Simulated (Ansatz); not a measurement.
Reaction (SMILES): C(F)=C → C=[C]F + H atom
B3LYP-D3(BJ)/def2-TZVP geometries, fixed; electronic energies without zero-point terms.

The bond dissociation energy at CCSD(T) with Ansatz (a first-principles code), in kcal/mol, split into its Hartree-Fock and correlation parts. Cores are frozen. An unrestricted Hartree-Fock determinant is markedly spin-contaminated. Open shells are unrestricted. No added dispersion term, no relativity. Functions are those of the species that has most.

```tsv
basis	X	functions	Hartree-Fock	CCSD(T)
cc-pVDZ	2	57	91.84	113.85
cc-pVTZ	3	132	92.30	118.06
cc-pVQZ	4	255	92.34	119.07
```

Worked estimate of the basis-set limit from each neighbouring pair, with Hartree-Fock from the larger set and the correlation part extrapolated as X^-3.
Correlation parts: X = 2: 22.01, X = 3: 25.76, X = 4: 26.73.
- (2,3): (27·(25.76) - 8·(22.01))/19 = 27.34; with Hartree-Fock 92.30 the estimate is 119.64 kcal/mol.
- (3,4): (64·(26.73) - 27·(25.76))/37 = 27.44; with Hartree-Fock 92.34 the estimate is 119.78 kcal/mol.
The last two estimates differ by 0.14 kcal/mol; the largest set lies 0.71 from the last. Over the last step Hartree-Fock moves by 0.04 and the correlation part by 0.97.
